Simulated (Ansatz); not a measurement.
A calculation on zinc-blende MgS (metastable phase) returned lattice constant a 5.735 Å, bulk modulus 59.2 GPa.

Question: Which level of theory produced these numbers?
A) Hartree–Fock (Ansatz (a first-principles code))
B) PBE0 (Ansatz)
C) HSE06 (Ansatz)
D) r²SCAN (Ansatz)

Answer: A, Hartree–Fock (Ansatz)

The others give: r²SCAN 5.662 Å, 59.9 GPa; PBE0 5.661 Å, 59.6 GPa; HSE06 5.663 Å, 59.5 GPa.

Unless a cell is named, each level is at its own relaxed cell (Hartree–Fock 23.58, HSE06 22.70, PBE0 22.68, r²SCAN 22.69 Å³/atom).

Ansatz's density-functional and Hartree–Fock values are scalar-relativistic unless marked +SOC, with PAW data made under PBE.
